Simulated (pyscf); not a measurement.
H₂B–F (SMILES BF) + H₂O (SMILES O) -> HO–BH–F (SMILES OBF) + H₂ (SMILES [H][H]) (four-centre exchange; singlet surface; B–H, H–O broken, B–O, H–H formed). Optimised with ωB97X-D3(BJ)/def2-SVP in PySCF. Energies in kJ/mol from the separated reactants.

```csv
level,barrier,reaction energy
ωB97X-D3(BJ)/def2-TZVP,61.1,-137.6
PBE/def2-TZVP,?,-141.9
B3LYP-D3(BJ)/def2-TZVP,?,?
PBE0-D3(BJ)/def2-TZVP,41.3,-139.6
ωB97M-D3(BJ)/def2-TZVP,58.3,-140.0
HF/def2-TZVP,136.7,-129.5
```

Some entries are withheld; supply them.


- PBE/def2-TZVP, barrier: 30.9
- B3LYP-D3(BJ)/def2-TZVP, barrier: 60.7
- B3LYP-D3(BJ)/def2-TZVP, reaction energy: -141.7

The functionals in the table span 30.2 kJ/mol in this barrier, from PBE to ωB97X-D3(BJ)/def2-TZVP. On the reactant side the descent ends in an adduct with a B–O contact, 44.6 kJ/mol under the separated species and 105.8 kJ/mol under the saddle at ωB97X-D3(BJ)/def2-TZVP. What is counted as formed (B–O) is already present as a longer contact in the reactant adduct; forming that adduct is a step of its own. At the saddle there is also a short B–H contact that neither side keeps. One saddle was located; it need not be the lowest between these sides.
